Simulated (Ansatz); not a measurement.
Molecule: tetrafluoromethane, CF4, net charge 0, singlet state. SMILES: FC(F)(F)F
Geometry from a B3LYP-D3(BJ)/def2-TZVP (Ansatz, a program for electronic structure) optimisation:
```xyz
5

C      0.0000     0.0000     0.0000
F      0.7629     0.7657     0.7682
F     -0.7843    -0.7493     0.7628
F     -0.7467     0.7653    -0.7843
F      0.7680    -0.7817    -0.7466
```
Charge 0, spin multiplicity 1.

Computed values are from Ansatz. Valence correlation only, unless marked. UHF or UKS for open shells. No spin-orbit coupling. Non-relativistic. CBS marks a two-point X^-3 extrapolation of the correlation energy; Hartree-Fock from the larger set. The bracket is a focal-point correction in the basis named.

**Question.** What is the T1 diagnostic at CCSD/aug-cc-pVTZ?

**Answer.** 0.012.

**Question.** What is the total energy at RI-MP2/CBS(aug-cc-pVTZ,aug-cc-pVQZ)+[CCSD(T)-MP2]/aug-cc-pVTZ?

**Answer.** -437.2234 Eh.

**Question.** What is the atomisation energy De at RI-MP2/CBS(aug-cc-pVTZ,aug-cc-pVQZ)+[CCSD(T)-MP2]/aug-cc-pVTZ?

**Answer.** 478.8 kcal/mol.

**Question.** What is the dipole moment at CCSD(T)/aug-cc-pVDZ?

**Answer.** 0.00 D.
